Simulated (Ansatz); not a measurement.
Born–Oppenheimer molecular dynamics of BClFH (4 atoms, charge 0, multiplicity 1). It starts from a relaxed structure.

Level of theory: UKS PBE0-D4/def2-SVP in Ansatz.

```yaml
ensemble: NVT, Nosé–Hoover chain
time_step: 0.5 fs
steps_asked: 150
set_temperature: 700 K
thermostat: time constant 100 fs, chain length 3 (defaults)
seed: 108082
```

First frame:

```xyz
4
Properties=species:S:1:pos:R:3
F 1.248 0.283 -0.465
B 0.103 -0.076 0.062
Cl -1.371 0.571 -0.611
H 0.076 -0.838 0.993
```

Problem. How far do the bonds stretch over the last three quarters of this one trajectory? (Pairs bonded in most of those frames.)

Solution. 
```csv
bond,mean (Å),spread (Å),shortest,longest
F1–B2,1.318,0.031,1.27,1.37
B2–Cl3,1.752,0.040,1.70,1.83
B2–H4,1.204,0.032,1.16,1.26
```

Mean temperature of the second half: 381 K. The conserved energy stayed within 0.18 meV per atom of its start (net change 0.028 meV per atom), so the integration is sound. The mean temperature of the second half is 46 % below the set value. A run of 0.075 ps of so small a system gives no equilibrium averages.

The run took 4.3 min on 1 thread of Intel(R) Xeon(R) Platinum 8259CL CPU @ 2.50GHz (Skylake/Cascade Lake), with other jobs on the host, peak memory 0.14 GiB.
